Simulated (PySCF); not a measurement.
# Structure revision by computed shifts

A compound C₅H₆ gives the data below (simulated from a calculation) and was assigned the structure `C#CC1CC1`.

$^{13}$C{$^{1}$H} NMR (computed): δ 79.8 (CH2, 3C), 0.9 (C, 2C).

$^{1}$H NMR (400 MHz, computed): δ 2.06 (s, 6H).

[PySCF: geometry: GFN2-xTB; B3LYP/pcJ-1 coupling constants (without the spin–dipole term); shielding tensors at PBE0/pcSseg-1 (GIAO); no relativistic terms; no solvent model; one averaged value for each set of equivalent atoms; one conformer]

δ = σ(ref) − σ, references computed at the same level: $^{1}$H and $^{13}$C against TMS.

Problem. Compare with the shifts computed for the proposed structure, pairing carbons in order of shift.

Solution. Atom-mapped SMILES (the numbers label the heavy atoms): `[CH:1]#[C:2][CH:3]1[CH2:4][CH2:5]1`. Hydrogens are named by the atom that carries them.

| atom | computed for proposal | given list | difference |
| --- | --- | --- | --- |
| C2 | 92.6 | 79.8 | +12.8 |
| C1 | 69.6 | 79.8 | -10.2 |
| C4 | 10.9 | 79.8 | -68.9 |
| C5 | 10.9 | 0.9 | +10.0 |
| C3 | 1.8 | 0.9 | +0.9 |

The rms difference is 32.0 ppm and the largest -68.9 ppm at C4 (three-membered-ring carbon). The proposal also would give 4 carbon signals, not 2. The carbon types in order of shift don't match either: C, CH, CH2, CH2, CH for the proposal against CH2, CH2, CH2, C, C in the data. The proposal doesn't fit.

Problem. Which isomer fits?

Solution. [1.1.1]propellane (SMILES C123CC1(C2)C3).

- Carbon types of the structure: 2 × C, 3 × CH2, which accounts for all hydrogens.
- δC 79.8, 0.9: three-membered-ring carbon.
- δH 2.06: hydrogen on a three-membered-ring carbon.

Other isomers checked: C#CCC=C (rms 49.7 ppm); C#C/C=C/C (rms 53.6 ppm).

This is the structure that produced the data.

Shifts are as computed. Against solution values, carbons near 30 ppm lie about +3 ppm off and those near 130 ppm about +5 ppm. Of 1211 compounds with measured shifts, 218 miss one by over three times the rms of a fit or turn the order of signals round; such compounds aren't used in these exercises.
